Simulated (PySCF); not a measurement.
Species: C2H2Cl, charge 0, multiplicity 2. It need not be the lowest isomer of its formula. 
Coordinates optimised at B3LYP-D3(BJ)/def2-TZVP (Ansatz):
SMILES: ClC=[CH]
```xyz
5

C     -0.1833     0.8222    -0.0020
C      0.9594     1.4291    -0.0049
Cl    -0.3251    -0.9452     0.0029
H     -1.1502     1.3059    -0.0022
H      2.0196     1.2545    -0.0056
```
Charge 0, spin multiplicity 2.

Dispersion corrections to the total energy (kcal/mol) from the dftd3 and dftd4 libraries through PySCF: D3(BJ) without and D4 with the three-body term, each with the damping fitted for the functional named.

```csv
functional,D3(BJ),D4
revPBE,-4.98,(withheld)
LC-wPBE,-1.77,-1.96
PBE,-1.90,-1.76
r2SCAN,-0.48,-0.39
HF,(withheld),-6.97
TPSS,-2.40,-2.39
CAM-B3LYP,(withheld),-1.46
```

What belongs in the gaps?


- revPBE, D4: -6.01
- HF, D3(BJ): -17.48
- CAM-B3LYP, D3(BJ): -1.45
